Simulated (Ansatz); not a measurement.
Geometry optimisation, Ansatz 0.2.0, RKS B3LYP-D4/def2-SVP.

Input:

```yaml
crystal:
  periodic: [false, false, false]
  atoms:
    - { symbol: Al, position_ang: [0.0, 0.0, 0.0] }
    - { symbol: O, position_ang: [0.0, 0.0, 2.13] }
    - { symbol: H, position_ang: [-0.9095, -0.2814, 2.4671] }
    - { symbol: H, position_ang: [1.351, 0.0, -0.78] }
    - { symbol: H, position_ang: [-1.351, 0.0, -0.78] }
    - { symbol: F, position_ang: [0.0892, 1.8864, 0.6275] }
    - { symbol: H, position_ang: [0.0593, 1.2535, 1.7062] }
basis:
  gaussian: { orbitals: def2-SVP }
hamiltonian:
  xc: b3lyp
  dispersion: d4
relax:
  f_tol: 0.15
  max_steps: 25
  restrain:
    - { distance: [0, 5], at: 2.89, k: 30.0 }
    - { distance: [6, 1], at: 2.21, k: 30.0 }
    - { distance: [0, 1], at: 1.78, k: 30.0 }
    - { distance: [6, 5], at: 0.92, k: 30.0 }
output:
  orbitals: {}
```

Launched with:

```bash
$ ansatz run input.yaml --threads 1 --pin off --max-ram 2048MiB --backend cpu --events-out ev --progress --plain --runs-dir out
```

Question: Where does it end, and by what steps?

Answer: It converged. The restraints hold the end off the free minimum. After 7 steps the energy has fallen by 0.222 eV (the restraints' own energy left out); F6 moved furthest, 0.68 Å. Parted: Al1–F6 (1.99 → 2.88 Å). Joined: F6–H7 (1.25 → 0.93 Å).

```tsv
step	energy less start (eV)	largest force component (eV/Å)	accepted
0	0.0000	2.468	yes
1	0.2026	2.371	yes
2	0.1485	1.876	yes
3	0.0363	1.374	yes
4	-0.1586	0.693	yes
5	-0.1638	1.179	no
6	-0.2080	0.590	yes
7	-0.2218	0.727	yes
```

```xyz
7
Properties=species:S:1:pos:R:3
Al -0.062 -0.238 0.007
O -0.051 -0.273 1.767
H -0.858 -0.419 2.272
H 1.360 -0.277 -0.659
H -1.457 -0.311 -0.733
F 0.096 2.465 0.989
H 0.210 1.912 1.728
```

Run time: 18 s on 1 thread of Arm Neoverse V1, on a shared host, peak memory 0.13 GiB.
